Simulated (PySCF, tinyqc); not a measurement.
Ways to converge the cycle: SCF convergence aids in the sto-6g basis, for H2O, spin multiplicity 1. Computed by the program tinyqc with PySCF. RHF with one setting changed at a time; a run stops when the energy changes by less than 1e-09 hartree and the error matrix is below 1e-5. The start is the core Hamiltonian. Damping d keeps d of the old density; a shift (hartree) raises the virtual levels; DIIS n extrapolates F over n matrices.

Geometry (angstrom):
```
atom       x        y       z
O     0.0000   0.0000  0.0000
H     0.0000   1.1150  0.7190
H     0.0000  -1.1150  0.7190
```

lowest restricted solution found by these runs and by PySCF = -75.525723 hartree

Largest element of the error matrix X^T (FDS - SDF) X:
```
iteration    plain  damping 0.3  damping 0.6  shift 0.4   DIIS 3   DIIS 8
1          4.0e-01      4.0e-01      4.0e-01    4.0e-01  4.0e-01  4.0e-01
2          4.7e-01      1.1e-01      2.0e-01    1.4e-01  4.7e-01  4.7e-01
3          2.7e-01      7.4e-02      1.3e-01    1.4e-02  9.4e-02  9.4e-02
4          1.0e-01      4.1e-02      9.2e-02    5.8e-03  1.5e-02  1.5e-02
5          5.3e-02      2.4e-02      6.4e-02    2.8e-03  1.2e-02  8.6e-03
6          2.0e-02      1.4e-02      4.5e-02    1.5e-03  2.9e-04  6.3e-04
8          4.0e-03      5.3e-03      2.3e-02    5.6e-04  6.7e-06  1.2e-06
10         9.2e-04      2.7e-03      1.4e-02    3.0e-04        -        -
14         7.3e-05      6.9e-04      5.3e-03    8.2e-05        -        -
20               -      8.4e-05      1.6e-03    1.2e-05        -        -
30               -            -      2.6e-04          -        -        -
45               -            -      1.6e-05          -        -        -
```

How each run ends:
```
run          iterations  E (hartree)         state
plain                18    -75.52572  lowest found
damping 0.3          27    -75.52572  lowest found
damping 0.6          48    -75.52572  lowest found
shift 0.4            21    -75.52572  lowest found
DIIS 3                9    -75.52572  lowest found
DIIS 8                9    -75.52572  lowest found
```

What does the comparison show, and why?

6 of 6 runs reach the lowest restricted solution found, in 9 to 48 iterations (fastest: DIIS 3, DIIS 8). Plain steps already contract here, so damping only slows them. DIIS 3 and DIIS 8 gain by cancelling the error over several earlier matrices, much as a quasi-Newton step does. The restricted reference is unstable here: a spin-polarised solution lies 0.0115 hartree lower (PySCF), so results built on it describe a poor reference.
